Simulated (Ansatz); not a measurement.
Basis-set series for `CPC`. The species carries charge 0 and has multiplicity 1. All single points use the PBE0-D4/def2-TZVP geometry.

| functional | basis | functions | energy (Eh) | HOMO (eV) | LUMO (eV) |
| --- | --- | --- | --- | --- | --- |
| PBE0-D4 | def2-TZVPP | 202 | -421.59115 | -6.65 | 0.79 |
| PBE0-D4 | def2-QZVPP | 394 | -421.60694 | -6.67 | 0.46 |
| ωB97M-V | def2-TZVPP | 202 | -421.73673 | -8.85 | 2.37 |
| ωB97M-V | def2-QZVPP | 394 | -421.75205 | -8.86 | 1.75 |

Problem. Give the rows for def2-SVP. (An estimate is asked.)

Solution. The calculation gave: 
| functional | basis | functions | energy (Eh) | HOMO (eV) | LUMO (eV) |
| --- | --- | --- | --- | --- | --- |
| PBE0-D4 | def2-SVP | 81 | -421.38158 | -6.59 | 1.32 |
| ωB97M-V | def2-SVP | 81 | -421.51970 | -8.76 | 3.11 |

Positive LUMOs are unbound and depend on the basis.

All numbers were calculated with Ansatz.
